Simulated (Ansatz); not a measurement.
A calculation with Ansatz (development build ahead of 0.2.0).

```yaml
crystal:
  periodic: [false, false, false]
  atoms:
    - { symbol: B, position_ang: [-0.00891, -0.00443, -0.00097] }
    - { symbol: H, position_ang: [0.71852, 0.72751, 0.73066] }
    - { symbol: H, position_ang: [0.72644, -0.72503, -0.73207] }
    - { symbol: H, position_ang: [-0.73036, 0.72714, -0.72818] }
    - { symbol: H, position_ang: [-0.72564, -0.73251, 0.72399] }
basis:
  gaussian: { orbitals: def2-TZVP }
total_charge: -1
hamiltonian:
  xc: hf
```

The input is written out in the form of the current development build from the run's settings.

Output:

```json
{
  "Converged": "yes",
  "Total energy": "-26.98608 hartree",
  "Spin squared of the determinant": "0.000"
}
```

Caution: no diffuse functions for an anion.
